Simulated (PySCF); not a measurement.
disilane (H6Si2), SMILES [SiH3][SiH3].

Coordinates come from a B3LYP-D3(BJ)/def2-TZVP optimisation.

Vertical ionisation energy (IE) and electron affinity (EA) in eV. Rows of orbital energies are one-electron estimates. Where ΔSCF, EOM or ADC give a negative EA the extra electron is unbound and the value depends on the basis.

```
level                                         IE     EA
-----------------------------------------  -----  -----
−ε(HOMO), −ε(LUMO), HF/def2-TZVPD (PySCF)      ?      ?
ADC(2)/aug-cc-pVDZ (PySCF)                 10.36  -0.77
```

Question: Complete the blanks. (Estimate from the structure and the level; the computed values follow.)

Answer: 
- −ε(HOMO), −ε(LUMO), HF/def2-TZVPD (PySCF), IE: 11.02
- −ε(HOMO), −ε(LUMO), HF/def2-TZVPD (PySCF), EA: -1.83

Question: Beyond the first one, list the lowest photoelectron lines from ADC(2)/aug-cc-pVDZ (PySCF) with their pole strengths (two spins summed). (The exact figures need the calculation; the answer reports its results.)

Answer: 12.07 eV (1.84), 12.07 eV (1.84), 12.81 eV (1.84), 12.81 eV (1.84), 17.19 eV (1.78).
